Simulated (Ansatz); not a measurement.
# SiH3O (doublet): from Hartree-Fock to the top rungs at distance Si1–O2 = 1.341 Å, cc-pVDZ

How much of the correlation energy of SiH3O (doublet) does each wave-function method recover here?

The runs use Ansatz 0.2.0, Gaussian basis; cc-pVDZ, core rule «outside noble gas», up to 6 orbitals frozen.

To be run: UHF; CCSD(T) on ROHF; CCSD(T) on UHF; BCCD(T) on ROHF; CISD; CCSDT(Q) on ROHF; CCSDT(Q) on UHF; CASSCF and MRCISD+Q, 3 electrons in 3 orbitals; CASSCF and NEVPT2, 3 electrons in 3 orbitals.

26 further runs of the same task are left out: 1 for a mislabelled method, 1 for a known fault of the program, 20 that didn't finish, 4 set aside as unsound or not needed.

### Step 1. The system

The geometry derives from a PBE0/def2-TZVP stationary point (not a proven minimum). One bond is set to the value named and the two fragments are kept rigid.

5 atoms, charge 0, spin multiplicity 2.

Atoms are counted from 1 here; the program's logs count them from 0.

Bond lengths: Si1–O2 1.341 Å, Si1–H3 1.493 Å, Si1–H4 1.485 Å, Si1–H5 1.485 Å. Angles: O2–Si1–H3 100.6°, O2–Si1–H4 112.5°, O2–Si1–H5 112.5°, H3–Si1–H4 110.4°, H3–Si1–H5 110.4°, H4–Si1–H5 110.2°.

### Step 2. UHF

in.yaml

```yaml
crystal:
  periodic: [false, false, false]
  atoms:
    - {symbol: Si, position_ang: [0.002367, 0.000000, 0.425322]}
    - {symbol: O, position_ang: [-0.018685, 0.000001, -0.915512]}
    - {symbol: H, position_ang: [1.474576, -0.000114, 0.675728]}
    - {symbol: H, position_ang: [-0.621874, 1.217950, 1.002618]}
    - {symbol: H, position_ang: [-0.622062, -1.217854, 1.002618]}
basis:
  gaussian: {orbitals: cc-pVDZ}
magnetization: {spin_polarized: true, initial_magnetization: 1}
hamiltonian: {xc: hf}
output: {orbitals: {seedname: orbitals}}
```

Command:

```sh
> ansatz run in.yaml --threads 1 --pin off --events-out ev --progress --plain --max-ram 2393MiB
```

After this run come: CCSD(T) on ROHF; CCSD(T) on UHF; BCCD(T) on ROHF; CISD; CCSDT(Q) on ROHF; CCSDT(Q) on UHF; CASSCF and MRCISD+Q, 3 electrons in 3 orbitals; CASSCF and NEVPT2, 3 electrons in 3 orbitals.

Before running them: what should the planned runs give, taken together? Wanted: UCCSDT(Q) below the RHF energy; RMP2 from UCCSDT(Q); UMP2 from UCCSDT(Q); RCCSD from UCCSDT(Q); RCCSD(T) from UCCSDT(Q); UCCSD(T) from UCCSDT(Q); RCCSDT(Q) from UCCSDT(Q); NEVPT2 pair from UCCSDT(Q); T1 diagnostic.

**Answer**, as computed:

| quantity | value |
| --- | --- |
| UCCSDT(Q) below the RHF energy | -8.0651 eV |
| RMP2 from UCCSDT(Q) | +125.0 kJ/mol |
| UMP2 from UCCSDT(Q) | +121.1 kJ/mol |
| RCCSD from UCCSDT(Q) | +19.7 kJ/mol |
| RCCSD(T) from UCCSDT(Q) | +4.3 kJ/mol |
| UCCSD(T) from UCCSDT(Q) | +4.1 kJ/mol |
| RCCSDT(Q) from UCCSDT(Q) | +0.1 kJ/mol |
| NEVPT2 pair from UCCSDT(Q) | +113.0 kJ/mol |
| levels within 1 kcal/mol (43 meV) | UCCSD(T), BCCD(T), RCCSDT, UCCSDT, RCCSDT(Q) |
| T1 diagnostic | 0.046 |

In words: RCCSD(T) lands +4.3 kJ/mol from the yardstick (0.5 % of the correlation energy). These misses are within one basis, not against nature; the frozen cores of restricted and unrestricted runs differ, which can shift their rows.
